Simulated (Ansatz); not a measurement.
**LiSc: from a trial structure to a relaxed crystal**

Level of theory: Ansatz 0.2.0, DFT PBE, scalar-relativistic, plane waves, PAW. Cutoff 420 eV, Γ-centred k mesh, Gaussian smearing, no spin polarisation in the final step.

LiSc was placed on the CuAu (L1_0) structure type (P4/mmm, No. 123), with Li in place of Cu, Sc in place of Au, at a guessed volume.

```yaml
crystal:
  lattice:
    - [2.92768, 0.00000, 0.00000]
    - [0.00000, 2.92768, 0.00000]
    - [0.00000, 0.00000, 3.83735]
  atoms:
    - { symbol: Li, position: [0.50000, 0.50000, 0.50000] }
    - { symbol: Sc, position: [0.00000, 0.00000, 0.00000] }
```

Cell and atoms relax at zero pressure; the relaxation can't lower the symmetry of the start. After a coarse first stage the cell is made exact in the group found at 0.06 Å.

Energies over the elements count from the elements' standard structures at the same level, with no empirical corrections.

(1) What does it relax into?

(2) What are its volume, energy, density and gap?

Results:

(1) It ends in Pm-3m (No. 221). The result has the caesium chloride structure. Conventional cell: a = 3.486 Å. Li has 8 Sc at 3.02 Å and 6 Li at 3.49 Å; around Sc lie 8 Li at 3.02 Å and 6 Sc at 3.49 Å.

```
Li Sc
1.0
     3.48590    0.00000    0.00000
     0.00000    3.48590    0.00000
     0.00000    0.00000    3.48590
Li Sc
1 1
Direct
  0.50000 0.50000 0.50000
  0.00000 0.00000 0.00000
```

(2) The volume per atom is 21.18 Å³ and the density is 2.03 g/cm³. The energy over the elements is 0.21 eV/atom and the gap on the 18×18×14 mesh is 0 eV (a metal).

The final run used a 18×18×14 mesh on its 2-atom cell and 0.10 eV smearing. For metals, differences of a few meV/atom aren't resolved. A structure relaxed within its symmetry needn't be a true minimum. The steps took about 60 core-seconds in all.

Cost: 3 runs of about 0.95 core-minutes in all, on Intel Xeon 6975P-C (Granite Rapids) (shared hosts).